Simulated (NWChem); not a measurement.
# Correlation energy of water (H₂O)

```
O
H 1 0.9747
H 1 0.9747 2 102.04
```
Charge 0, spin multiplicity 1.

The numbers come from NWChem runs, not from measurements. Structure: optimised with PBE/def2-SVP, a minimum by its harmonic frequencies.

Basis set: 6-311G**. Each correlation energy counts from its own Hartree-Fock reference.

The correlated methods keep 1 core orbital frozen. The Pople sets run with spherical d functions. Coupled-cluster values serve here as a point of comparison, not as the truth.

For the correlation energy, MP2 gives -218.9 mHa and SCS-MP2 gives -215.2 mHa. What do CR-CCSD[T], CR-CCSD(T), CCSD give?

CR-CCSD[T]: -230.7 mHa; CR-CCSD(T): -230.6 mHa; CCSD: -226.3 mHa.
